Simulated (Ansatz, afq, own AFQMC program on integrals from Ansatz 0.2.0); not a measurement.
Two steps: Ansatz 0.2.0 writes the Fock matrix and Cholesky factors of the valence space, and afq projects on them the lowest state that overlaps trial and start.

```yaml
crystal:
  periodic: [false, false, false]
  atoms:
    - {symbol: Si, position_ang: [0.000000, 0.000000, 1.622474]}
    - {symbol: C, position_ang: [0.000000, 0.000000, -0.271526]}
    - {symbol: H, position_ang: [0.000000, 0.000000, -1.350949]}
basis:
  gaussian: {orbitals: 6-31G}
magnetization: {spin_polarized: false, initial_magnetization: 1}
correlation: {method: ccsd_t, electrons: outside_noble_gas, hamiltonian_folder: ham}
```

```sh
$ ansatz run in.yaml --threads 1 --pin off --events-out ev --progress --plain --max-ram 16896MiB --backend cuda --devices 0, --max-vram 18GiB
```

afq runs on the folder ham with

```
--method phaseless --trial cisd --walkers 10 --populations 1 --least-time 40 --time-step 0.01 --steps-per-block 5 --equilibration-blocks 200 --max-blocks 12 --target-error 0.00072 --factor-cut 1e-05 --start determinant --seed 5542 --taylor-order 6
```

Times are imaginary, in 1/Eh. The walk had a cap of 60 s.

```
orbitals 18  electrons 5 4  factors 105 of 299
reference energy -327.17286485 Eh
CCSD correlation -0.15625969 Eh in 15 cycles, weight of the determinant in the CISD state 0.8428
energy of the start -327.329124 Eh
 block  time / (1/Eh)  mean weight  energy / Eh
     1     0.050  1.0026  -327.328385
     2     0.100  0.9980  -327.327917
     3     0.150  1.0000  -327.327671
     4     0.200  0.9932  -327.327402
     5     0.250  1.0038  -327.327357
     7     0.350  0.9994  -327.326882
     9     0.450  0.9968  -327.327048
    11     0.550  1.0011  -327.326583
    21     1.050  1.0050  -327.337347
    31     1.550  1.0022  -327.345371
    41     2.050  0.9988  -327.333483
    51     2.550  1.0016  -327.330101
    61     3.050  1.0015  -327.332620
    71     3.550  0.9949  -327.322971
    81     4.050  1.0006  -327.325236
    91     4.550  1.0059  -327.324983
   101     5.050  1.0071  -327.341663
   111     5.550  0.9946  -327.338836
   121     6.050  0.9992  -327.337622
   131     6.550  0.9975  -327.332515
   141     7.050  1.0004  -327.341752
   151     7.550  1.0009  -327.334949
   161     8.050  1.0057  -327.333042
   171     8.550  0.9979  -327.330749
   181     9.050  0.9969  -327.324870
   191     9.550  0.9999  -327.328381
   201    10.050  1.0005  -327.328052
   211    10.550  0.9942  -327.327705
no energy: too few blocks
(rows thinned)
```

The run failed at least one of its tests; the cautions name the faults.

A setting was made bad on purpose (too few blocks), but the run ended before it gave an energy.

Cautions: a spin-contaminated unrestricted determinant lies lower (UHF 824 meV lower, ⟨S²⟩ 1.46); so few walkers bias the energy; the time-step error isn't removed.

A walk keeps the symmetry of its determinant, which the program's search chose and which needn't be the lowest solution, so a lower state of the same spin and another symmetry isn't excluded.
